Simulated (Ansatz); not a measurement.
Corundum Cr2O3, treated with r²SCAN in Ansatz (PAW).

Settings: plane-wave cutoff 500 eV, 10×10×10 k mesh, Fermi–Dirac smearing 0.05 eV, magnetic order afm+-+-, spin-polarised with opposed moments, scalar-relativistic PAW data made under PBE.

Computed at the level's own relaxed cell.

Problem. What does this level give for the volume per atom, magnetic moment (largest site, within a sphere) and band gap?

Solution. 
- volume per atom = 9.63 Å³/atom
- magnetic moment (largest site, within a sphere) = 2.35 μB
- band gap = 2.59 eV (on the SCF k mesh)

Measured, for comparison: band gap 3.3 ± 0.1 eV (temperature not stated, not corrected to a static lattice, middle of the range; as tabulated in Medasani et al. (2019), arXiv:1904.04625); equilibrium volume per atom 9.64 Å³/atom (temperature not stated, not corrected to a static lattice; as tabulated in Sawada, Mater. Res. Bull. 29, 239 (1994) (COD 9015000)). Computed (rounded) less measured: band gap -0.71 eV, equilibrium volume per atom -0.1 %.

Moments are spin moments.

The computed numbers hold no vibrational or temperature effects.

The result took around 40 core-minutes (rough).

Ansatz is a program for electronic structure.
